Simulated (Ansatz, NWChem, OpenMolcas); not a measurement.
**Errors in the dipole moment**

6 molecules with nitrogen; the dipole moment in D, computed less measured. Shapes, held fixed at every level: PBE0-D4/def2-TZVP. No vibrational averaging. Dipoles are compared by magnitude; molecules under 1 D, whose direction can flip, are left out. Programs: Ansatz 0.2.0, NWChem 7.3.0, OpenMolcas 26.06. Measured values: NIST CCCBDB.

Levels: A = HF/STO-3G; B = PBE-D4/def2-TZVPP; C = PBE0/def2-SVP; D = B3LYP-D4/def2-TZVPP; E = wB97M-V/def2-TZVPP.

```json
{"molecule": "NS (Mononitrogen monosulfide)", "measured": "1.81", "A": "-0.53", "B": "+0.02", "C": "+0.01", "D": "+0.08", "E": "+0.11"}
{"molecule": "HCN (SMILES C#N)", "measured": "2.98", "A": "-0.52", "B": "-0.06", "C": "-0.09", "D": "+0.05", "E": "+0.06"}
{"molecule": "C2H3N (acetonitrile)", "measured": "3.92", "A": "-0.87", "B": "+0.02", "C": "-0.10", "D": "+0.08", "E": "+0.08"}
{"molecule": "C3H3NO (oxazole)", "measured": "1.50", "A": "+0.08", "B": "+0.06", "C": "+0.05", "D": "+0.06", "E": "+0.07"}
{"molecule": "C3H5N (propanenitrile)", "measured": "4.02", "A": "-0.87", "B": "+0.01", "C": "-0.13", "D": "+0.08", "E": "+0.08"}
{"molecule": "C2H7N (dimethylamine)", "measured": "1.03", "A": "+0.16", "B": "-0.16", "C": "-0.07", "D": "-0.10", "E": "-0.07"}
```

Task: Sum up the errors.

Result: 
```
              level                    kind  mean error  mean absolute error  worst case
          HF/STO-3G            Hartree–Fock      -0.425                0.505       C2H3N
  PBE-D4/def2-TZVPP                     GGA      -0.018                0.055       C2H7N
      PBE0/def2-SVP           global hybrid      -0.055                0.075       C3H5N
B3LYP-D4/def2-TZVPP           global hybrid      +0.042                0.075       C2H7N
 wB97M-V/def2-TZVPP  range-separated hybrid      +0.055                0.078          NS
```

On this set PBE-D4/def2-TZVPP has the smallest mean absolute error and HF/STO-3G the largest. HF/STO-3G is too low in 4 of 6; PBE0/def2-SVP is too low in 4 of 6; B3LYP-D4/def2-TZVPP is too high in 5 of 6; wB97M-V/def2-TZVPP is too high in 5 of 6. The levels differ in basis as well as in method. Spin contamination: NS (⟨S²⟩ up to 1.25). Open shells run unrestricted. The set is small.
